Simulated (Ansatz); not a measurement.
## Ansatz (development build ahead of 0.2.0) run

```yaml
crystal:
  periodic: [false, false, false]
  atoms:
    - { symbol: Cl, position_ang: [0.0, 0.0, 0.0] }
    - { symbol: Cl, position_ang: [0.0, 0.0, 1.891] }
basis:
  gaussian: { orbitals: def2-SVP }
total_charge: 1
magnetization:
  initial_magnetization: 1
hamiltonian:
  xc: hf
correlation:
  method: mp2
  frozen_orbitals: { Cl: 5 }
scf:
  omitted_lower_state_checks: [stability, starts, atomic_configurations, cluster_reference, orbital_swaps, given_window_search, neighbouring_geometries, increment]
```

The input is written out in the form of the current development build from the run's settings. Correlation on restricted open-shell orbitals is semicanonical, with singles.

Output:

| Property | Result |
| --- | --- |
| Converged | yes |
| Reference energy | -918.24169 hartree |
| Correlation energy | -0.27483 hartree |
| Total energy | -918.51652 hartree |
| Spin squared of the determinant | 0.750 |
| Occupied orbitals by symmetry in an Abelian subgroup (alpha; beta) | 5 Ag 4 B1u 2 B2g 2 B2u 2 B3g 2 B3u; 5 Ag 4 B1u 2 B2g 2 B2u 1 B3g 2 B3u |

Messages of the program:
```
mean field -24986.62920861 eV, -918.2416868708 hartree, gradient 2.3e-6 eV, S^2 0.750000; 0 other ends of a descent, 0 dependent functions left out
```

Caution: MP2 on this radical cation hangs on the determinant chosen.
